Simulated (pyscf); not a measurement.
Optimised with ωB97X-D3(BJ)/def2-SVP in PySCF. MP2 and CC: frozen core, UHF for open shells. ΔMP2 is the change of the MP2 total energy from the triple- to the quadruple-zeta basis.

H₃C–AlH₂ + hydrogen chloride (HCl) → methane (CH₄) + H₂Al–Cl
Surface: singlet. Broken: Al–C, Cl–H. Formed: C–H, Al–Cl. Give ΔE‡ and ΔE from CCSD(T)/def2-TZVPP + ΔMP2(QZVPP), relative to the separated reactants.

ΔE‡ = 8.1 kJ/mol, ΔE = -175.5 kJ/mol. Zero-point energy shifts the barrier by +4.6 kJ/mol. It is a four-centre exchange, with an imaginary mode of 732i cm⁻¹. On the reactant side the descent ends in an adduct with a Al–Cl contact, 36.2 kJ/mol under the separated species and 29.9 kJ/mol under the saddle at ωB97X-D3(BJ)/def2-TZVP. On the product side the descent ends in a complex (not fully relaxed), 16.9 kJ/mol under the separated species and 192.4 kJ/mol under the saddle at ωB97X-D3(BJ)/def2-TZVP. What is counted as formed (Al–Cl) is already present as a longer contact in the reactant adduct; forming that adduct is a step of its own. At ωB97X-D3(BJ) the barrier from the zero used here is -6.3 kJ/mol. This is the saddle that the search found; another between the same sides may lie lower. The CCSD(T) − MP2 part came from Ansatz, without density fitting, on the same reference.
